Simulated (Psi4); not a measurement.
# doublet [NH4]2+ at 3 levels

Wanted: a comparison of 3 runs (UB3LYP/def2-TZVPP, UBHLYP/def2-TZVPP, UPBE0/def2-TZVPP) of doublet [NH4]2+. 

The results are computed with Psi4 1.11.

4 further runs of the same task are left out: 3 that didn't finish, 1 set aside as unsound or not needed.

### Step 1. The molecule

[NH4]2+ has 5 atoms, charge +2, and is taken as a doublet. As SMILES of the parent species, `[NH4+]`. Geometry: relaxed at PBE0-D4/def2-TZVP. That shape belongs to the parent species and isn't relaxed for this state.

Bond lengths: N1–H2 1.024 Å, N1–H3 1.024 Å, N1–H4 1.024 Å, N1–H5 1.024 Å. Angles: H2–N1–H3 109.5°, H2–N1–H4 109.5°, H2–N1–H5 109.5°, H3–N1–H4 109.5°, H3–N1–H5 109.5°, H4–N1–H5 109.5°.

### Step 2. Energy and gradient at UB3LYP/def2-TZVPP (run 1)

job.py reads:

```python
import psi4

psi4.set_memory(2200000000)
psi4.set_num_threads(1)
psi4.core.set_output_file('run.log', False)

geom = psi4.geometry("""
2 2
N      0.000010     0.000010     0.000000
H      0.453330    -0.447860     0.801010
H     -0.972430     0.216180     0.235210
H      0.023940    -0.633460    -0.803650
H      0.495160     0.865130    -0.232580
symmetry c1
""")

options = {'basis': 'def2-TZVPP', 'reference': 'uks', 'puream': True, 'e_convergence': 1e-09, 'd_convergence': 1e-08, 'scf_type': 'pk', 'dft_radial_points': 99, 'dft_spherical_points': 590, 'maxiter': 100}
psi4.set_options(options)

E, wfn = psi4.gradient('B3LYP', molecule=geom, return_wfn=True)
print('gradient / Eh bohr^-1')
print(E.np.round(6))
print(f'energy = {wfn.energy():.10f} Eh')
for k, v in sorted(psi4.core.scalar_variables().items()):
    print(f'{k:45s} {v:18.10f}')
```

On the command line:

```
$ python job.py
```

run.log:

```text
[...]
  Running in c1 symmetry.
[...]
  Nuclear repulsion =   16.375270078084789
[...]
  Multiplicity = 2
[...]
  Nalpha       = 5
  Nbeta        = 4
[...]
    Number of basis functions: 87
[...]
   @UKS iter   1:   -55.92533022986472    9.81009e-01   2.93663e-03 DIIS/ADIIS
[...]
   @UKS iter  32:   -55.94871919559203   -5.20828e-12   6.32615e-09 DIIS
[...]
   @S^2 Observed:                7.530138109E-01
[...]
    Orbital Energies [Eh]
    ---------------------
    Alpha Occupied:
       1A    -15.181300     2A     -1.724925     3A     -1.337982
       4A     -1.269101     5A     -1.250425
    Alpha Virtual:
       6A     -0.540993     7A     -0.509093     8A     -0.475162
       9A     -0.457833    10A     -0.319285    11A     -0.314577
      12A     -0.308958    13A     -0.164320    14A     -0.152881
      15A     -0.132277    16A     -0.093069    17A     -0.072646
      18A     -0.066467    19A      0.039199    20A      0.270882
      21A      0.286547    22A      0.300073    23A      0.483645
      24A      0.484939    25A      0.493111    26A      0.546431
[...]
  @UKS Final Energy:   -55.94871919559203
   => Energetics <=
    Nuclear Repulsion Energy =             16.3752700780847888
    One-Electron Energy =                -100.0611031498718404
    Two-Electron Energy =                  34.0151784637387422
    DFT Exchange-Correlation Energy =      -6.2780645875437235
    Empirical Dispersion Energy =           0.0000000000000000
    VV10 Nonlocal Energy =                  0.0000000000000000
    Total Energy =                        -55.9487191955920267
[...]
 Multipole Moments:
 ------------------------------------------------------------------------------------
     Multipole            Electronic (a.u.)      Nuclear  (a.u.)        Total (a.u.)
 ------------------------------------------------------------------------------------
 L = 1.  Multiply by 2.5417464519 to convert [e a0] to [Debye]
 Dipole X            :          0.0851129           -0.0000291            0.0850837
 Dipole Y            :         -0.1935439           -0.0000364           -0.1935803
 Dipole Z            :         -0.0014843           -0.0000073           -0.0014916
 Magnitude           :                                                    0.2114587
[...]
  -Total Gradient:
     Atom            X                  Y                   Z
    ------   -----------------  -----------------  -----------------
       1        0.072732387615    -0.165475932968    -0.001359021763
       2       -0.063629199291     0.096841465666    -0.065230193261
       3        0.035533989854    -0.010372696641    -0.008099619853
       4       -0.028464091684     0.112238045008     0.066341418244
       5       -0.016173055277    -0.033230941240     0.008347443965
[...]
```

Standard output:

```text
gradient / Eh bohr^-1
[[ 0.072732 -0.165476 -0.001359]
 [-0.063629  0.096841 -0.06523 ]
 [ 0.035534 -0.010373 -0.0081  ]
 [-0.028464  0.112238  0.066341]
 [-0.016173 -0.033231  0.008347]]
energy = -55.9487191956 Eh
CURRENT ENERGY                                    -55.9487191956
CURRENT REFERENCE ENERGY                          -55.9487191956
DD SOLVATION ENERGY                                 0.0000000000
DFT FUNCTIONAL TOTAL ENERGY                       -55.9487191956
DFT TOTAL ENERGY                                  -55.9487191956
DFT VV10 ENERGY                                     0.0000000000
DFT XC ENERGY                                      -6.2780645875
GRID ELECTRONS ALPHA                                5.0000000253
GRID ELECTRONS BETA                                 4.0000000256
GRID ELECTRONS TOTAL                                9.0000000509
NUCLEAR REPULSION ENERGY                           16.3752700781
ONE-ELECTRON ENERGY                              -100.0611031499
PCM POLARIZATION ENERGY                             0.0000000000
PE ENERGY                                           0.0000000000
SCF ITERATION ENERGY                              -55.9487191956
SCF ITERATIONS                                     32.0000000000
SCF TOTAL ENERGY                                  -55.9487191956
TWO-ELECTRON ENERGY                                34.0151784637
XC GRID RADIAL POINTS                              99.0000000000
XC GRID SPHERICAL POINTS                          590.0000000000
XC GRID TOTAL POINTS                           281389.0000000000
```

It took 76 s on 1 thread of Intel Xeon Platinum 8259CL at 2.50GHz (Skylake/Cascade Lake), shared host; peak memory 1 GiB.

### Step 3. The energy at UBHLYP/def2-TZVPP (run 2)

job.json reads:

```json
{
  "schema_name": "qcschema_input",
  "schema_version": 1,
  "molecule": {
    "schema_name": "qcschema_molecule",
    "schema_version": 2,
    "symbols": ["N", "H", "H", "H", "H"],
    "geometry": [1.89e-05, 1.89e-05, 0.0, 0.85666954, -0.84633274, 1.51368952, -1.83762638, 0.40852099, 0.44448248, 0.04524004, -1.19706591, -1.5186784, 0.93571679, 1.63485876, -0.4395125],
    "molecular_charge": 2,
    "molecular_multiplicity": 2,
    "fix_symmetry": "c1",
    "fix_com": true,
    "fix_orientation": true
  },
  "driver": "energy",
  "model": {
    "method": "bhhlyp",
    "basis": "def2-TZVPP"
  },
  "keywords": {
    "reference": "uks",
    "puream": true,
    "e_convergence": 1e-09,
    "d_convergence": 1e-08,
    "scf_type": "pk",
    "dft_radial_points": 99,
    "dft_spherical_points": 590,
    "maxiter": 100
  }
}
```

On the command line:

```
$ psi4 --qcschema job.json -n 1 --memory 2200MB
```

stdout:

```text
[...]
  Running in c1 symmetry.
[...]
  Nuclear repulsion =   16.375270093603586
[...]
  Multiplicity = 2
[...]
  Nalpha       = 5
  Nbeta        = 4
[...]
    Number of basis functions: 87
[...]
   @UKS iter   1:   -55.88952778776344    9.68176e-01   2.42575e-03 DIIS/ADIIS
[...]
   @UKS iter  36:   -55.91662193214030   -2.80664e-10   6.72166e-09 DIIS
[...]
   @S^2 Observed:                7.544561493E-01
[...]
    Orbital Energies [Eh]
    ---------------------
    Alpha Occupied:
       1A    -15.661477     2A     -1.850677     3A     -1.419420
       4A     -1.345726     5A     -1.327146
    Alpha Virtual:
       6A     -0.492920     7A     -0.448451     8A     -0.417920
       9A     -0.401406    10A     -0.279607    11A     -0.275047
      12A     -0.268083    13A     -0.107458    14A     -0.096087
      15A     -0.086945    16A     -0.052568    17A     -0.029894
      18A     -0.023582    19A      0.087655    20A      0.331972
      21A      0.347555    22A      0.361063    23A      0.543461
      24A      0.544332    25A      0.551832    26A      0.607643
[...]
  @UKS Final Energy:   -55.91662193214030
   => Energetics <=
    Nuclear Repulsion Energy =             16.3752700936035858
    One-Electron Energy =                -100.0548911112287556
    Two-Electron Energy =                  31.7756624103868219
    DFT Exchange-Correlation Energy =      -4.0126633249019594
    Empirical Dispersion Energy =           0.0000000000000000
    VV10 Nonlocal Energy =                  0.0000000000000000
    Total Energy =                        -55.9166219321403020
[...]
 Multipole Moments:
 ------------------------------------------------------------------------------------
     Multipole            Electronic (a.u.)      Nuclear  (a.u.)        Total (a.u.)
 ------------------------------------------------------------------------------------
 L = 1.  Multiply by 2.5417464519 to convert [e a0] to [Debye]
 Dipole X            :          0.0842630            0.0001323            0.0843953
 Dipole Y            :         -0.1923335            0.0001134           -0.1922201
 Dipole Z            :         -0.0018723           -0.0000189           -0.0018912
 Magnitude           :                                                    0.2099398
[...]
```

The result, in JSON:

```text
{
 "driver": "energy",
 "model": {
  "method": "bhhlyp",
  "basis": "def2-TZVPP"
 },
 "success": true,
 "return_result": -55.9166219321403,
 "properties": {
  "calcinfo_nbasis": 87,
  "calcinfo_nmo": 87,
  "calcinfo_nalpha": 5,
  "calcinfo_nbeta": 4,
  "calcinfo_natom": 5,
  "nuclear_repulsion_energy": 16.375270093603586,
  "return_energy": -55.9166219321403,
  "scf_one_electron_energy": -100.05489111122876,
  "scf_two_electron_energy": 31.775662410386822,
  "scf_xc_energy": -4.012663324901959,
  "scf_dipole_moment": [0.08439526567736677, -0.19222010838050663, -0.0018911759679352716],
  "scf_total_energy": -55.9166219321403,
  "scf_iterations": 36
 }
}
```

Wall time 64 s (1 thread of Intel Xeon Platinum 8259CL at 2.50GHz (Skylake/Cascade Lake), shared host); peak memory 1 GiB.

### Step 4. The energy at UPBE0/def2-TZVPP (run 3)

input.inp reads:

```
memory 2200 MB

molecule {
  2 2
  N
  H 1 1.023574
  H 1 1.023569 2 109.47147
  H 1 1.023577 3 109.47124 2 119.99561
  H 1 1.023572 3 109.46912 2 -120.00348
  symmetry c1
}

set globals {
  basis                def2-TZVPP
  reference            uks
  puream               true
  e_convergence        1e-09
  d_convergence        1e-08
  scf_type             pk
  dft_radial_points    99
  dft_spherical_points 590
  maxiter              100
}

e_tot, wfn = energy("pbe0", return_wfn=True)
oeprop(wfn, "LOWDIN_CHARGES", "MULLIKEN_CHARGES", "MAYER_INDICES", title="PBE0")
```

On the command line:

```
$ psi4 input.inp input.out -n 1
```

input.out, shortened:

```text
[...]
  Running in c1 symmetry.
[...]
  Nuclear repulsion =   16.375268910229742
[...]
  Multiplicity = 2
[...]
  Nalpha       = 5
  Nbeta        = 4
[...]
    Number of basis functions: 87
[...]
   @UKS iter   1:   -55.86081982928484    9.72426e-01   2.58500e-03 DIIS/ADIIS
[...]
   @UKS iter  34:   -55.88148501115938   -1.55609e-12   5.13754e-09 DIIS
[...]
   @S^2 Observed:                7.535631767E-01
[...]
  @UKS Final Energy:   -55.88148501115938
   => Energetics <=
    Nuclear Repulsion Energy =             16.3752689102297424
    One-Electron Energy =                -100.0429158555309357
    Two-Electron Energy =                  33.6234355893803709
    DFT Exchange-Correlation Energy =      -5.8372736552385636
    Empirical Dispersion Energy =           0.0000000000000000
    VV10 Nonlocal Energy =                  0.0000000000000000
    Total Energy =                        -55.8814850111593771
[...]
 Multipole Moments:
 ------------------------------------------------------------------------------------
     Multipole            Electronic (a.u.)      Nuclear  (a.u.)        Total (a.u.)
 ------------------------------------------------------------------------------------
 L = 1.  Multiply by 2.5417464519 to convert [e a0] to [Debye]
 Dipole X            :         -0.1490174           -0.0000433           -0.1490607
 Dipole Y            :         -0.0860433            0.0000188           -0.0860245
 Dipole Z            :          0.1236403           -0.0000027            0.1236377
 Magnitude           :                                                    0.2119093
[...]
  Mulliken Charges: (a.u.)
   Center  Symbol    Alpha    Beta     Spin     Total
       1     N     3.73940  3.07279  0.66662  0.18781
       2     H     0.33467  0.15553  0.17914  0.50979
       3     H     0.29585  0.30718 -0.01133  0.39698
       4     H     0.33423  0.15733  0.17690  0.50843
       5     H     0.29584  0.30717 -0.01133  0.39699
   Total alpha =  5.00000, Total beta =  4.00000, Total charge =  2.00000
  Lowdin Charges: (a.u.)
   Center  Symbol    Alpha    Beta     Spin     Total
       1     N     3.23734  2.62792  0.60943  1.13474
[...]
```

Wall time 70 s (1 thread of Intel Xeon Platinum 8259CL at 2.50GHz (Skylake/Cascade Lake), shared host); peak memory 1 GiB.

### Step 5. All runs side by side

```csv
run,level,task,properties,energy (Eh),HOMO energy (eV),LUMO energy (eV),⟨S²⟩,wall time
1,UB3LYP/def2-TZVPP,gradient,–,-55.948719,-33.70,-30.70,0.753,76 s
2,UBHLYP/def2-TZVPP,energy,–,-55.916622,-35.76,-28.45,0.754,64 s
3,UPBE0/def2-TZVPP,energy,"(lowdin, mulliken, mayer)",-55.881485,-33.98,-30.18,0.754,70 s
```

### Step 6. What came out

```
                                 quantity         value
                      run 3: total energy  -55.88149 Eh
run 3: HOMO energy (highest over α and β)     -33.98 eV
 run 3: LUMO energy (lowest over α and β)     -30.18 eV
                              run 3: ⟨S²⟩         0.754
```

In words: Totals of different functionals can't be ranked against each other. All runs together took 3.5 min, the longest 76 s.
